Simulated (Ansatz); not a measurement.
**B₂H+ (triplet): the correlation ladder, def2-TZVPP**

The task here is to estimate one member of a computed series from the others.

Method: def2-TZVPP, core rule «outside noble gas», up to 2 orbitals frozen; program: Ansatz 0.2.0, Gaussian basis.

Plan: UHF; ROHF; CCSD(T) on UHF.

2 further runs of the same task are left out: 2 set aside as unsound or not needed.

## The geometry

The geometry is a PBE0/def2-TZVP stationary point (not a proven minimum) of the parent state, kept for this charge and spin.

3 atoms, charge 1, spin multiplicity 3.

Atoms are counted from 1 here; the program's logs count them from 0.

Bond lengths: B1–B2 1.523 Å, B1–H3 1.177 Å. Angles: B2–B1–H3 180.0°.

Set-up of the first run:

File in.yaml:

```yaml
crystal:
  periodic: [false, false, false]
  atoms:
    - {symbol: B, position_ang: [0.000000, 0.000000, 0.115089]}
    - {symbol: B, position_ang: [0.000000, 0.000000, -1.407623]}
    - {symbol: H, position_ang: [0.000000, 0.000000, 1.292533]}
basis:
  gaussian: {orbitals: def2-TZVPP}
total_charge: 1
magnetization: {spin_polarized: true, initial_magnetization: 2}
hamiltonian: {xc: hf}
output: {orbitals: {seedname: orbitals}}
```

Launch:

```
> ansatz run in.yaml --threads 1 --pin off --events-out ev --progress --plain --max-ram 2816MiB --backend cpu
```

Among the steps run: UHF; ROHF; CCSD(T) on UHF.

One table of the session follows, with a row left open; its other results are not shown here.

```
  method  from UCCSD(T) (kJ/mol)
    ROHF                  +328.8
     UHF                       ?
    UMP2                   +72.5
   UCCSD                    +8.6
UCCSD(T)                       0
```

Q: Estimate the row for UHF from the others.

**Answer.** from UCCSD(T) (kJ/mol): +323.9. In the column «from UCCSD(T) (kJ/mol)» it lies between UMP2 (+72.5) and ROHF (+328.8).
